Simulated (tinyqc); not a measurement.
Inside a calculation. Method: CCSD on RHF in the sto-3g basis, for H2O, spin multiplicity 1. One step of it, computed by the program tinyqc.

Problem. Integrals over molecular orbitals. (pq|rs) = sum C_ip C_jq C_kr C_ls (ij|kl), one index at a time.

coefficients C, order 1O 1s, 1O 2s, 1O 2px, 1O 2py, 1O 2pz, 2H 1s, 3H 1s:
$$\begin{pmatrix}
0.994540 & -0.241809 & 0.000000 & 0.090010 & 0.000000 & -0.102331 & 0.000000 \\
0.023346 & 0.904933 & 0.000000 & -0.457081 & 0.000000 & 0.594700 & 0.000000 \\
0.000000 & 0.000000 & 0.000000 & 0.000000 & 1.000000 & 0.000000 & 0.000000 \\
0.000000 & 0.000000 & 0.616240 & 0.000000 & 0.000000 & 0.000000 & 0.888328 \\
0.002830 & 0.072875 & 0.000000 & 0.728570 & 0.000000 & 0.750817 & 0.000000 \\
-0.004123 & 0.135965 & 0.455721 & 0.349648 & 0.000000 & -0.678953 & -0.704154 \\
-0.004123 & 0.135965 & -0.455721 & 0.349648 & 0.000000 & -0.678953 & 0.704154
\end{pmatrix}$$

core Hamiltonian H = T + V (hartree), order 1O 1s, 1O 2s, 1O 2px, 1O 2py, 1O 2pz, 2H 1s, 3H 1s:
$$\begin{pmatrix}
-32.529636 & -7.567528 & 0.000000 & 0.000000 & -0.013575 & -1.080769 & -1.080769 \\
-7.567528 & -9.154997 & 0.000000 & 0.000000 & -0.167439 & -2.619363 & -2.619363 \\
0.000000 & 0.000000 & -7.308573 & 0.000000 & 0.000000 & 0.000000 & 0.000000 \\
0.000000 & 0.000000 & 0.000000 & -7.402012 & 0.000000 & -1.503159 & 1.503159 \\
-0.013575 & -0.167439 & 0.000000 & 0.000000 & -7.373170 & -1.293401 & -1.293401 \\
-1.080769 & -2.619363 & 0.000000 & -1.503159 & -1.293401 & -4.360655 & -0.959808 \\
-1.080769 & -2.619363 & 0.000000 & 1.503159 & -1.293401 & -0.959808 & -4.360655
\end{pmatrix}$$

Two-electron integrals (ij|kl) in chemists' order, unique and non-zero (hartree):
```
(11|11) 4.785065    (21|11) 0.741380    (21|21) 0.136873    (22|11) 1.118947
(22|21) 0.256633    (22|22) 0.817206    (31|31) 0.024477    (32|31) 0.037809
(32|32) 0.180518    (33|11) 1.115814    (33|21) 0.256684    (33|22) 0.817023
(33|33) 0.880159    (41|41) 0.024477    (42|41) 0.037809    (42|42) 0.180518
(43|43) 0.047444    (44|11) 1.115814    (44|21) 0.256684    (44|22) 0.817023
(44|33) 0.785270    (44|44) 0.880159    (51|51) 0.024477    (52|51) 0.037809
(52|52) 0.180518    (53|53) 0.047444    (54|54) 0.047444    (55|11) 1.115814
(55|21) 0.256684    (55|22) 0.817023    (55|33) 0.785270    (55|44) 0.785270
(55|55) 0.880159    (61|11) 0.106166    (61|21) 0.019454    (61|22) 0.036305
(61|33) 0.036235    (61|41) 0.000680    (61|42) 0.001284    (61|44) 0.036364
(61|51) 0.000566    (61|52) 0.001068    (61|54) 0.000107    (61|55) 0.036324
(61|61) 0.002800    (62|11) 0.281978    (62|21) 0.065588    (62|22) 0.234175
(62|33) 0.230026    (62|41) 0.003787    (62|42) 0.030049    (62|44) 0.237248
(62|51) 0.003148    (62|52) 0.024984    (62|54) 0.006005    (62|55) 0.235018
(62|61) 0.009522    (62|62) 0.086080    (63|31) 0.006568    (63|32) 0.039295
(63|43) 0.006092    (63|53) 0.005065    (63|63) 0.011703    (64|11) 0.163918
(64|21) 0.038592    (64|22) 0.147116    (64|33) 0.140588    (64|41) 0.008506
(64|42) 0.056974    (64|44) 0.157047    (64|51) 0.001612    (64|52) 0.014699
(64|54) 0.008620    (64|55) 0.143544    (64|61) 0.005827    (64|62) 0.065750
(64|64) 0.061357    (65|11) 0.136292    (65|21) 0.032088    (65|22) 0.122321
(65|33) 0.116893    (65|41) 0.001612    (65|42) 0.014699    (65|44) 0.120448
(65|51) 0.007908    (65|52) 0.051517    (65|54) 0.009048    (65|55) 0.129482
(65|61) 0.004845    (65|62) 0.054669    (65|64) 0.041285    (65|65) 0.046030
(66|11) 0.449357    (66|21) 0.106190    (66|22) 0.436715    (66|33) 0.419922
(66|41) 0.007320    (66|42) 0.081850    (66|44) 0.449392    (66|51) 0.006087
(66|52) 0.068055    (66|54) 0.024503    (66|55) 0.440296    (66|61) 0.015516
(66|62) 0.210455    (66|64) 0.183483    (66|65) 0.152559    (66|66) 0.774606
(71|11) 0.106166    (71|21) 0.019454    (71|22) 0.036305    (71|33) 0.036235
(71|41) -0.000680   (71|42) -0.001284   (71|44) 0.036364    (71|51) 0.000566
(71|52) 0.001068    (71|54) -0.000107   (71|55) 0.036324    (71|61) 0.002759
(71|62) 0.009236    (71|64) 0.005208    (71|65) 0.004704    (71|66) 0.014940
(71|71) 0.002800    (72|11) 0.281978    (72|21) 0.065588    (72|22) 0.234175
(72|33) 0.230026    (72|41) -0.003787   (72|42) -0.030049   (72|44) 0.237248
(72|51) 0.003148    (72|52) 0.024984    (72|54) -0.006005   (72|55) 0.235018
(72|61) 0.009236    (72|62) 0.068624    (72|64) 0.036468    (72|65) 0.042358
(72|66) 0.135433    (72|71) 0.009522    (72|72) 0.086080    (73|31) 0.006568
(73|32) 0.039295    (73|43) -0.006092   (73|53) 0.005065    (73|63) 0.008993
(73|73) 0.011703    (74|11) -0.163918   (74|21) -0.038592   (74|22) -0.147116
(74|33) -0.140588   (74|41) 0.008506    (74|42) 0.056974    (74|44) -0.157047
(74|51) -0.001612   (74|52) -0.014699   (74|54) 0.008620    (74|55) -0.143544
(74|61) -0.005208   (74|62) -0.036468   (74|64) -0.010844   (74|65) -0.022081
(74|66) -0.065874   (74|71) -0.005827   (74|72) -0.065750   (74|74) 0.061357
(75|11) 0.136292    (75|21) 0.032088    (75|22) 0.122321    (75|33) 0.116893
(75|41) -0.001612   (75|42) -0.014699   (75|44) 0.120448    (75|51) 0.007908
(75|52) 0.051517    (75|54) -0.009048   (75|55) 0.129482    (75|61) 0.004704
(75|62) 0.042358    (75|64) 0.022081    (75|65) 0.034757    (75|66) 0.091068
(75|71) 0.004845    (75|72) 0.054669    (75|74) -0.041285   (75|75) 0.046030
(76|11) 0.094093    (76|21) 0.022111    (76|22) 0.086457    (76|33) 0.084320
(76|44) 0.085924    (76|51) 0.001609    (76|52) 0.015562    (76|55) 0.089031
(76|61) 0.003180    (76|62) 0.032096    (76|64) 0.021352    (76|65) 0.022937
(76|66) 0.084019    (76|71) 0.003180    (76|72) 0.032096    (76|74) -0.021352
(76|75) 0.022937    (76|76) 0.015352    (77|11) 0.449357    (77|21) 0.106190
(77|22) 0.436715    (77|33) 0.419922    (77|41) -0.007320   (77|42) -0.081850
(77|44) 0.449392    (77|51) 0.006087    (77|52) 0.068055    (77|54) -0.024503
(77|55) 0.440296    (77|61) 0.014940    (77|62) 0.135433    (77|64) 0.065874
(77|65) 0.091068    (77|66) 0.295054    (77|71) 0.015516    (77|72) 0.210455
(77|74) -0.183483   (77|75) 0.152559    (77|76) 0.084019    (77|77) 0.774606
```

Give: one-electron integrals over orbitals h = C^T H C; Two-electron integrals over orbitals.

Solution.

one-electron integrals over orbitals h = C^T H C (hartree):
$$\begin{pmatrix}
-32.5134 & 0.5726 & 0.0000 & -0.2007 & 0.0000 & 0.2345 & 0.0000 \\
0.5726 & -7.5430 & 0.0000 & 0.5442 & 0.0000 & -1.1481 & 0.0000 \\
0.0000 & 0.0000 & -5.9121 & 0.0000 & 0.0000 & 0.0000 & -1.7819 \\
-0.2007 & 0.5442 & 0.0000 & -6.4380 & 0.0000 & -1.3982 & 0.0000 \\
0.0000 & 0.0000 & 0.0000 & 0.0000 & -7.3086 & 0.0000 & 0.0000 \\
0.2345 & -1.1481 & 0.0000 & -1.3982 & 0.0000 & -5.2990 & 0.0000 \\
0.0000 & 0.0000 & -1.7819 & 0.0000 & 0.0000 & 0.0000 & -5.4526
\end{pmatrix}$$

Two-electron integrals over orbitals (pq|rs), unique and non-zero (hartree):
```
(11|11) 4.7474      (21|11) -0.4331     (21|21) 0.0624      (22|11) 1.0272
(22|21) -0.0159     (22|22) 0.7262      (31|31) 0.0107      (32|31) 0.0168
(32|32) 0.1260      (33|11) 0.7553      (33|21) -0.0049     (33|22) 0.6085
(33|33) 0.5835      (41|11) 0.1596      (41|21) -0.0215     (41|22) 0.0115
(41|33) 0.0053      (41|41) 0.0229      (42|11) -0.1514     (42|21) 0.0077
(42|22) -0.0314     (42|33) 0.0030      (42|41) 0.0179      (42|42) 0.1296
(43|31) -0.0024     (43|32) 0.0285      (43|43) 0.0590      (44|11) 0.9083
(44|21) -0.0106     (44|22) 0.6523      (44|33) 0.5564      (44|41) -0.0078
(44|42) -0.0873     (44|44) 0.6748      (51|51) 0.0259      (52|51) 0.0335
(52|52) 0.1524      (53|53) 0.0260      (54|51) -0.0115     (54|52) -0.0432
(54|54) 0.0459      (55|11) 1.1154      (55|21) -0.0123     (55|22) 0.7579
(55|33) 0.5955      (55|41) 0.0045      (55|42) -0.0825     (55|44) 0.6754
(55|55) 0.8802      (61|11) -0.1830     (61|21) 0.0280      (61|22) -0.0022
(61|33) 0.0008      (61|41) 0.0041      (61|42) 0.0209      (61|44) -0.0146
(61|55) -0.0050     (61|61) 0.0246      (62|11) 0.2512      (62|21) -0.0058
(62|22) 0.1266      (62|33) 0.0644      (62|41) 0.0184      (62|42) 0.0365
(62|44) 0.0546      (62|55) 0.1342      (62|61) 0.0114      (62|62) 0.0933
(63|31) 0.0026      (63|32) -0.0337     (63|43) -0.0397     (63|63) 0.0738
(64|11) 0.2868      (64|21) -0.0040     (64|22) 0.1382      (64|33) 0.0514
(64|41) 0.0005      (64|42) -0.0554     (64|44) 0.1326      (64|55) 0.1607
(64|61) -0.0026     (64|62) 0.0572      (64|64) 0.1084      (65|51) 0.0122
(65|52) 0.0482      (65|54) 0.0077      (65|65) 0.0334      (66|11) 0.7816
(66|21) -0.0076     (66|22) 0.5908      (66|33) 0.5433      (66|41) 0.0167
(66|42) 0.0430      (66|44) 0.5433      (66|55) 0.5772      (66|61) 0.0089
(66|62) 0.0911      (66|64) 0.0575      (66|66) 0.5779      (71|31) 0.0141
(71|32) 0.0212      (71|43) -0.0032     (71|63) 0.0029      (71|71) 0.0186
(72|31) 0.0151      (72|32) 0.0579      (72|43) -0.0296     (72|63) 0.0283
(72|71) 0.0190      (72|72) 0.0695      (73|11) 0.3730      (73|21) -0.0069
(73|22) 0.1713      (73|33) 0.0889      (73|41) -1.98e-04   (73|42) -0.0788
(73|44) 0.1343      (73|55) 0.2063      (73|61) -0.0054     (73|62) 0.0644
(73|64) 0.1095      (73|66) 0.0474      (73|73) 0.1636      (74|31) -0.0079
(74|32) -0.0710     (74|43) -0.0189     (74|63) 0.0570      (74|71) -0.0105
(74|72) -0.0166     (74|74) 0.0727      (75|53) 0.0239      (75|75) 0.0249
(76|31) 0.0070      (76|32) 0.0804      (76|43) 0.0659      (76|63) -0.0646
(76|71) 0.0091      (76|72) -0.0037     (76|74) -0.0616     (76|76) 0.1101
(77|11) 0.8224      (77|21) -0.0086     (77|22) 0.6015      (77|33) 0.5734
(77|41) 0.0036      (77|42) -0.0177     (77|44) 0.5666      (77|55) 0.6007
(77|61) -0.0031     (77|62) 0.0577      (77|64) 0.0528      (77|66) 0.5445
(77|73) 0.0931      (77|77) 0.5858
```
